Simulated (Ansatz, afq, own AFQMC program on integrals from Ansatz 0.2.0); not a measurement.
# Atomization energy of GeNH, triplet, worked out

| atom | x (Å) | y (Å) | z (Å) |
| --- | --- | --- | --- |
| Ge | 0.0000 | -0.0292 | 0.3009 |
| N | 0.0000 | 0.0385 | -1.5921 |
| H | 0.0000 | 1.5661 | 0.4378 |

Connectivity, by distances: GeH–N.

Basis cc-pVTZ. Noble-gas cores (and the filled d shells of Ga–Kr and In–Xe) are frozen. AFQMC by an in-house program on the Cholesky factors that Ansatz 0.2.0 writes for its CCSD(T) run. ph-AFQMC/CISD is guided by a CISD state made of CCSD amplitudes; releasing the constraint for a short imaginary time cuts its bias at the price of noise, slowly where states lie close. Uncertainties: one standard error, sampling alone. No spin–orbit coupling.

Total energies in eV. CBS is CCSD(T) at the limit of def2-TZVPP/QZVPP (extrapolated itself); the highest rung of each member is named.

Cautions: inner d shell frozen; no relativity below Rb; no spin-orbit coupling; GeNH (triplet): lower spins were not checked, an unrestricted solution with more broken spin lies lower, its ph-AFQMC/CISD value lies 28 ± 7 meV above CCSDT(Q).

```csv
member,count,CCSD(T)/cc-pVTZ,highest rung in cc-pVTZ,which,CCSD(T)/CBS
Ge (triplet),+1,-56475.2712,-56475.2863,FCI,-56475.5964
N (quartet),+1,-1483.4207,-1483.4306,FCI,-1483.8573
H (doublet),+1,-13.6005,-13.6005,FCI,-13.6059
"GeNH, triplet",-1,-57977.0608,-57977.1223,CCSDT(Q),-57978.1476
```

Problem. Work out the best estimate of the atomization energy: the CCSD(T)/CBS difference plus the step from CCSD(T) to the highest rung.

Solution. Sums with the counts: CCSD(T)/CBS 5.0880 eV, highest rung 4.8049 eV, CCSD(T)/cc-pVTZ 4.7684 eV. The step is 4.8049 − 4.7684 = 0.0365 eV, so the best estimate is 5.0880 + (0.0365) = 5.1245 eV = 118.2 kcal/mol. The basis set is worth 0.320 eV of it. Zero-point, core-correlation and spin–orbit terms aren't in it. Past Ne the Hartree–Fock part of each CBS total tends to overshoot, since the cores don't follow the formula; that largely cancels in the difference.

Best estimates are given only where the step beyond CCSD(T) is under 0.3 eV and no member's determinant is very poor (T1 over 0.05, or 0.07 for open shells, ⟨S²⟩ too high by 0.3, two states mixed), so the hardest cases are missing from such tables.

CCSDT and higher add their correlation energy to the determinant of the CCSD(T) run, since their own runs factorise the integrals more tightly (a shift of under 2 meV). Each member of a difference takes its own highest rung, so a best estimate needn't equal the limit plus the step of one row.
